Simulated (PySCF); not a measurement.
HCN.
Geometry (PBE0-D3(BJ)/def2-SVP, Å), atoms numbered from 1 in this order:
```
atom  x, y, z in Å
C1    -0.0171   -0.0179    0.0000
N2     0.7835    0.8128    0.0000
H3    -0.7664   -0.7949    0.0000
```

Level of theory: core-valence-separated Tamm–Dancoff BHandHLYP/aug-pcX-1 (pcseg-1 on H) in PySCF, non-relativistic, gas phase, PBE0-D3(BJ)/def2-SVP geometry. BHandHLYP without relativity tends to put these K edges a few eV too low, so spacings mean more than positions.

Task: What does the C 1s absorption edge look like?

Result: 
```
E (eV)       f  core hole on                 main final orbital     polarisation
283.82  0.1200            C1  LUMO+1/LUMO+2 (2 roots, f summed)  across the axis
286.52  0.0151            C1                        LUMO (64 %)   along the axis
287.82  0.0002            C1                      LUMO+3 (65 %)                –
288.65  0.0263            C1  LUMO+4/LUMO+5 (2 roots, f summed)  across the axis
290.08  0.0026            C1                      LUMO+6 (55 %)   along the axis
```

The first line with a tenth or more of the strongest one's intensity is at 283.82 eV (f = 0.120, sum of 2), with the hole on C1 (cyano carbon), polarised across the axis: a 1s→π* resonance. It is also the strongest listed.

Task: List the nitrogen K-edge absorption lines.

Result: 
| E (eV) | f | core hole on | main final orbital | polarisation |
| --- | --- | --- | --- | --- |
| 397.18 | 0.1295 | N2 | LUMO+1/LUMO+2 (2 roots, f summed) | across the axis |
| 401.72 | 0.0020 | N2 | LUMO+3 (83 %) | along the axis |
| 402.00 | 0.0041 | N2 | LUMO (85 %) | along the axis |
| 403.08 | 0.0003 | N2 | LUMO+4/LUMO+5 (2 roots, f summed) | – |
| 403.56 | 0.0125 | N2 | LUMO+6 (89 %) | along the axis |

The first line with a tenth or more of the strongest one's intensity is at 397.18 eV (f = 0.129, sum of 2), with the hole on N2 (cyano nitrogen), polarised across the axis: a 1s→π* resonance. It is also the strongest listed.

Roots within 0.03 eV whose holes lie on the same, on equivalent or on shared atoms are summed into one line, and the highest roots are left out, as the search may have cut off their partners. Final orbitals are the ground state's empty Kohn–Sham orbitals. A dash: too weak, shared between unlike atoms, or no plane or axis to refer to.

Task: What is the summed oscillator strength of the listed C K lines, and their intensity-weighted mean energy?

Result: Σf = 0.164 over 5 lines from 283.82 to 290.08 eV; the weighted mean is 284.94 eV. The strongest line holds 73 % of the sum.

The ionisation thresholds weren't computed; near and above them a finite basis only mimics Rydberg series and continuum.

Time: 1.1 s of wall time; peak memory 0.29 GiB. Hardware: one thread of an Arm Neoverse N1, no GPU, shared host.
